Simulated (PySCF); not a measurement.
# C3H8O, SMILES `CCCO` (C–C–C–O torsion -178°, C–C–O–H torsion -59°) (charge 0, multiplicity 1)

Level of theory: PBE-D3(BJ)/def2-TZVP // B3LYP-D3(BJ)/def2-TZVP run with PySCF 2.14.0.

* **HOMO**: -6.10 eV
* **dipole moment**: 1.65 D
* **HOMO–LUMO gap**: 6.34 eV
* **LUMO**: 0.24 eV
* **total energy**: -194.1823 Ha
* **cost**: about 70 core-seconds (a rough figure)

```xyz
12

C     -1.5335     0.0217    -0.3255
C     -0.1096     0.5206    -0.0938
C      0.9290    -0.5707    -0.3080
O      2.2594    -0.1390    -0.0421
H     -2.2621     0.8190    -0.1731
H     -1.7822    -0.7905     0.3616
H     -1.6618    -0.3550    -1.3431
H     -0.0025     0.9093     0.9222
H      0.1038     1.3540    -0.7732
H      0.8469    -0.9706    -1.3278
H      0.7502    -1.3993     0.3801
H      2.4624     0.6005    -0.6252
```
